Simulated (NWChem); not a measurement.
# Correlation energy of FLi

```
F
Li 1 1.5290
```
Charge 0, spin multiplicity 1.

All runs are NWChem calculations. The geometry was optimised at B3LYP/def2-SVP, a minimum by its harmonic frequencies.

Basis set: cc-pVDZ. Each correlation energy counts from its own Hartree-Fock reference.

The correlated methods keep 1 core orbital frozen. The structure started from a generated list of species. Coupled-cluster values serve here as a point of comparison, not as the truth.

Order these methods by the correlation energy they give, lowest first: MP2, SCS-MP2, CR-CCSD[T].

CR-CCSD[T] (-210.3 mHa), MP2 (-206.9 mHa), SCS-MP2 (-198.8 mHa)
